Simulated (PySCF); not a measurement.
Methanimine, CH3N, SMILES C=N, point group Cs.

Force field and properties: B3LYP/pcJ-1 (PySCF, grid level 2). Vibrational terms come from second-order perturbation theory with semi-diagonal cubic constants, by steps of ±0.6 along the normal coordinates of each isotopologue. The parent has the commonest isotopes.

Equilibrium geometry (Å):

| atom | x | y | z |
| --- | --- | --- | --- |
| C1 | -0.3613 | 0.0700 | -0.1253 |
| N2 | 0.5090 | -0.3503 | 0.6913 |
| H3 | -1.4152 | -0.0130 | 0.1438 |
| H4 | -0.1504 | 0.5209 | -1.1020 |
| H5 | 1.4524 | -0.2162 | 0.3235 |

Species: ²H at 3. Output of the displacement run:

```
mode    cm-1    km/mol   phi_rrr   E(+)/cm-1  E(-)/cm-1
  1    946.97    21.39      34.0     172.29     169.82
  2    963.58    57.34       0.0     174.13     174.08
  3   1148.06    17.59       0.7     207.76     207.97
  4   1278.44    39.83     183.8     237.63     224.32
  5   1414.35    26.00      37.0     256.18     253.54
  6   1688.07    23.19    -481.0     287.26     321.87
  7   2280.99    23.66   -1207.8     370.14     456.87
  8   3019.96    65.56   -1985.8     478.37     620.84
  9   3429.38     1.51    2345.5     708.68     540.49
```

For the shielding of H4 (σe = 23.70 ppm):

```tsv
mode	ω (cm⁻¹)	Σr φrrs (cm⁻¹)	∂σ/∂q	∂²σ/∂q²
1	947	-68	-0.164	-0.144
2	964	1	0.000	-0.143
3	1148	0	0.000	-0.334
4	1278	359	-0.060	-0.178
5	1414	161	0.009	-0.706
6	1688	-773	-0.404	-0.226
7	2281	-878	-0.156	-0.042
8	3020	-1080	-1.464	0.324
9	3429	1069	-0.008	-0.009
```

Work out the zero-point average of this shielding.

With ⟨qs⟩ = −Σr φrrs/(4ωs) and ⟨qs²⟩ = 1/2: the mean displacements are 0.018, 0.000, 0.000, -0.070, -0.029, 0.114, 0.096, 0.089, -0.078. The anharmonic term Σ (∂σ/∂q)⟨q⟩ is -0.19 ppm, the harmonic term ¼ Σ ∂²σ/∂q² is -0.36 ppm, so ⟨σ⟩ = 23.14 ppm.
